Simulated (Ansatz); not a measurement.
# C4H6ClF: the cost of one run

Computed with Ansatz 0.2.0 through its Python package. Level of theory: r2SCAN/cc-pVDZ.

**1. The structure**

The script builds its own geometries from the SMILES CCC=C(F)Cl.

No structure file is read: the coordinates are typed or built in the script.

**2. Script**

Input file c4h6clf_conformers.py:

```python
# -*- coding: utf-8 -*-
"""Rank force-field conformers of C4H6ClF by single points."""

import ansatz
from rdkit import Chem
from rdkit.Chem import AllChem


def main():
    rd = Chem.AddHs(Chem.MolFromSmiles("CCC=C(F)Cl"))
    ids = list(AllChem.EmbedMultipleConfs(rd, numConfs=20, randomSeed=869, pruneRmsThresh=0.4))
    field = [energy for _, energy in AllChem.MMFFOptimizeMoleculeConfs(rd)]
    distinct = {round(e, 2): i for i, e in zip(ids, field)}
    chosen = sorted(distinct.items())[:4]
    found = []
    for force_field, index in chosen:
        mol = ansatz.Crystal.molecule()
        for atom, xyz in zip(rd.GetAtoms(), rd.GetConformer(index).GetPositions()):
            mol = mol.atom(atom.GetSymbol(), xyz.round(5).tolist())
        setup = (
            mol.calculation()
            .basis(gaussian="cc-pVDZ")
            .functional("r2SCAN")
        )
        found.append(setup.run(threads=1, backend="cpu").report["free_energy_ev"])
    print("conformer   MMFF (kcal/mol)   this level (kJ/mol)")
    for (force_field, index), e in zip(chosen, found):
        print(f"{index:9d} {force_field - chosen[0][0]:17.2f} {96.485332 * (e - min(found)):17.3f}")


if __name__ == "__main__":
    main()
```

**3. The calls as engine input**

The package turns the script's settings into the engine's input (first run):

```yaml
crystal:
  periodic: [false, false, false]
  atoms:
    - { symbol: C, position_ang: [-1.60738, 0.34278, -0.27904] }
    - { symbol: C, position_ang: [-0.43252, -0.60953, -0.43986] }
    - { symbol: C, position_ang: [0.86558, 0.13505, -0.53261] }
    - { symbol: C, position_ang: [1.86312, 0.01285, 0.35017] }
    - { symbol: F, position_ang: [1.72805, -0.81605, 1.40716] }
    - { symbol: Cl, position_ang: [3.32655, 0.90055, 0.16633] }
    - { symbol: H, position_ang: [-1.51617, 0.93149, 0.64008] }
    - { symbol: H, position_ang: [-1.67464, 1.03696, -1.12362] }
    - { symbol: H, position_ang: [-2.54541, -0.2194, -0.22913] }
    - { symbol: H, position_ang: [-0.4269, -1.31783, 0.39644] }
    - { symbol: H, position_ang: [-0.56503, -1.19906, -1.35428] }
    - { symbol: H, position_ang: [0.98477, 0.80218, -1.3825] }
basis:
  gaussian:
    orbitals: cc-pVDZ
hamiltonian:
  xc: r2scan
```

**4. Launch**

On the command line:

```bash
python c4h6clf_conformers.py
```

What time and memory should one allow on 1 thread of Arm Neoverse V1, shared host?

About 34 s, with a peak of 0.31 GiB.
